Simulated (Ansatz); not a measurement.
**CH5Al: a reaction path by the nudged elastic band**

Method: PBE0-D4/def2-SVP; program: Ansatz 0.2.0, Gaussian basis.

## Step 1: Starting geometry

The first end: 7 atoms, charge 0, spin multiplicity 1.

Atoms are counted from 1 here; the program's logs count them from 0.

Bond lengths: Al1–H2 1.590 Å, Al1–C3 1.950 Å, Al1–H5 1.590 Å, C3–H4 1.096 Å, C3–H6 1.095 Å, C3–H7 1.092 Å. Angles: H2–Al1–C3 119.8°, H2–Al1–H5 118.8°, C3–Al1–H5 121.4°, Al1–C3–H4 110.1°, Al1–C3–H6 111.2°, Al1–C3–H7 113.3°, H4–C3–H6 106.1°, H4–C3–H7 107.6°, H6–C3–H7 108.3°.

As a file:

```xyz
7
CH5Al
Al   -1.03202    0.18426   -0.11960
H    -2.07992   -0.80797    0.54898
C     0.87986   -0.14528    0.07958
H     1.17936   -0.00278    1.12458
H    -1.57654    1.43912   -0.93050
H     1.13150   -1.18129   -0.16936
H     1.49786    0.51405   -0.53368
```

The second end:

```xyz
7

Al   -0.4815    0.6153   -0.3828
H    -1.2589   -0.8886    0.8041
C     1.1624   -0.0943   -0.3917
H    -1.0263   -0.3842    1.3416
H    -1.7911    1.4477   -0.6225
H     1.4097   -0.9152    0.2761
H     1.9858    0.2194   -1.0250
```

## Step 2: The band at PBE0-D4/def2-SVP

neb/in.yaml

```yaml
crystal:
  periodic: [false, false, false]
  atoms:
    - {symbol: Al, position_ang: [-1.032022, 0.184256, -0.119600]}
    - {symbol: H, position_ang: [-2.079918, -0.807969, 0.548982]}
    - {symbol: C, position_ang: [0.879857, -0.145284, 0.079580]}
    - {symbol: H, position_ang: [1.179358, -0.002783, 1.124578]}
    - {symbol: H, position_ang: [-1.576535, 1.439124, -0.930504]}
    - {symbol: H, position_ang: [1.131501, -1.181292, -0.169361]}
    - {symbol: H, position_ang: [1.497861, 0.514049, -0.533676]}
basis:
  gaussian: {orbitals: def2-SVP}
hamiltonian: {xc: pbe0, dispersion: d4}
neb:
  images: 5
  climbing: true
  max_iterations: 40
  initial_path: idpp
  final_atoms:
    - {symbol: Al, position_ang: [-0.481511, 0.615270, -0.382762]}
    - {symbol: H, position_ang: [-1.258942, -0.888606, 0.804134]}
    - {symbol: C, position_ang: [1.162382, -0.094346, -0.391691]}
    - {symbol: H, position_ang: [-1.026269, -0.384175, 1.341619]}
    - {symbol: H, position_ang: [-1.791106, 1.447712, -0.622464]}
    - {symbol: H, position_ang: [1.409716, -0.915155, 0.276117]}
    - {symbol: H, position_ang: [1.985829, 0.219401, -1.024952]}
```

The run is started by

```console
ansatz run in.yaml --threads 2 --pin off --events-out ev --progress --plain --max-ram 4352MiB
```

**Question.** How long does this run take on 2 threads of Arm Neoverse V1, shared host?

About 54 s.
